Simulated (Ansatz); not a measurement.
# Where PBE misses the cohesive energy: 29 values for elemental solids other than molecular ones

PBE (Ansatz, a quantum-chemistry and plane-wave program) was set against 29 reference values (fcc Ag, fcc Al, bcc Ba, hcp Be, fcc Ca, hcp Cd, hcp Co, antiferromagnetic bcc Cr, bcc Cs, fcc Cu, bcc Fe, α-phase Ga, diamond-structure Ge, bcc K, bcc Li, hcp Mg, bcc Mo, bcc Na, fcc Ni, fcc Pd, bcc Rb, fcc Rh, hcp Ru, hcp Sc, fcc Sr, hcp Ti, hcp Y, hcp Zn, hcp Zr), measured values corrected to a static lattice or taken at low temperature (these still hold zero-point motion). Its mean error is -0.03 eV/atom and its mean absolute error 0.20 eV/atom (median 0.12 eV/atom); 18 of 29 lie within 0.2 eV/atom, and the value is too low in 20 of 29 cases.

All rows, largest deviation first (by eV/atom; values in eV/atom; a dash: no usable value at that level):

```
solid                     reference   PBE  PBE error (eV/atom)  in %  HSE06  PBE0  r²SCAN
------------------------  ---------  ----  -------------------  ----  -----  ----  ------
bcc Fe                        4.32*  4.91                +0.59   +14      –     –    4.66
hcp Co                        4.47*  5.02                +0.55   +12      –     –    4.70
bcc Mo                        6.84*  6.31                -0.53    -8      –     –    5.63
fcc Ag                        2.97*  2.53                -0.44   -15   2.38  2.38    2.87
hcp Cd                        1.18*  0.75                -0.43   -37   0.87  0.87    1.07
hcp Be                         3.32  3.73                +0.41   +12   3.70  3.70    3.80
hcp Ti                        4.88*  5.28                +0.40    +8      –     –    4.67
fcc Ni                        4.48*  4.76                +0.28    +6      –     –    4.65
hcp Zn                        1.38*  1.11                -0.27   -20   1.18  1.17    1.47
hcp Y                         4.42*  4.19                -0.23    -5      –     –    4.08
fcc Pd                        3.93*  3.71                -0.22    -6      –     –    4.09
hcp Sc                        3.93*  4.12                +0.19    +5      –     –    3.99
diamond-structure Ge          3.92*  3.73                -0.19    -5   3.72  3.72    3.88
α-phase Ga                     2.81  2.63                -0.18    -7   2.64  2.62    2.84
hcp Zr                        6.32*  6.20                -0.12    -2      –     –    5.68
fcc Sr                        1.73*  1.61                -0.12    -7   1.57  1.54    1.79
bcc Cs                        0.81*  0.71                -0.10   -12   0.69  0.66    0.68
bcc Rb                        0.86*  0.77                -0.09   -10   0.75  0.72    0.75
bcc K                         0.94*  0.87                -0.07    -8   0.84  0.82    0.85
bcc Li                        1.67*  1.61                -0.06    -4   1.55  1.54    1.58
fcc Rh                        5.78*  5.73                -0.05    -1      –     –    5.44
fcc Ca                        1.86*  1.91                +0.05    +3   1.81  1.79    2.08
hcp Ru                         6.8*  6.76                -0.04    -1      –     –    6.29
bcc Na                        1.12*  1.08                -0.04    -3   1.04  1.03    1.08
antiferromagnetic bcc Cr      4.15*  4.12                -0.03    -1      –     –    3.49
bcc Ba                        1.91*  1.88                -0.03    -1   1.77  1.73    2.04
hcp Mg                         1.51  1.50                -0.01    -1   1.52  1.51    1.71
fcc Cu                        3.52*  3.52                 0.00    +0   3.08  3.08    3.89
fcc Al                        3.43*  3.43                 0.00    +0   3.42  3.40    3.59
```

A star marks references brought to a static lattice; the others are low-temperature values that still hold zero-point motion, which matters most for light elements.

Spin–orbit coupling is left out, also for the solids with elements from indium on (bcc Ba, bcc Cs); its size isn't shown.

Exact exchange on metals is sensitive to the k mesh.

Differences are worked out from unrounded values.

Programs: Ansatz.

Ansatz's runs of these crystals have no spin polarisation, but for hcp Co, antiferromagnetic bcc Cr, bcc Fe, fcc Ni. Meta-GGAs and exact exchange favour moments, which can bear on bcc Fe, hcp Co, hcp Ti, fcc Ni, hcp Y, fcc Pd, hcp Sc, fcc Rh, antiferromagnetic bcc Cr.

Density-functional runs with spin start from parallel moments for hcp Co, opposed moments for antiferromagnetic bcc Cr, parallel moments for bcc Fe, parallel moments for fcc Ni.

Free atoms are spin-polarised, in the lowest state found; at levels without +SOC their spin–orbit coupling is left out. Each level is taken at its own relaxed cell. Caveats: the commensurate order stands in for chromium's spin-density wave, and the size of the moments varies much between levels (PBE: antiferromagnetic bcc Cr; r²SCAN: antiferromagnetic bcc Cr). Ansatz's density-functional and Hartree–Fock values are scalar-relativistic unless marked +SOC, with PAW data made under PBE.

Not in this set, of the elemental solids other than molecular ones with a reference value in our tables and a result at some level: 13 for the spin–orbit terms of free Br, In, Sn, Te, I and atoms past barium, a cut that leaves lighter open-shell atoms' terms in the errors; 4 for a doubt noted on the run at PBE; 2 for another kind of cell or another program; 1 for sources at odds. These can be a level's best or worst cases. Solids without a released value at any level aren't counted. Layered and molecular crystals are counted apart. The metals Ce to Yb are counted apart.

References as tabulated in Mejia-Rodriguez and Trickey (2018), arXiv:1807.09216; Jana et al. (2018), arXiv:1807.00350; Csonka et al. (2009), arXiv:0903.4037; Kittel's textbook and others.
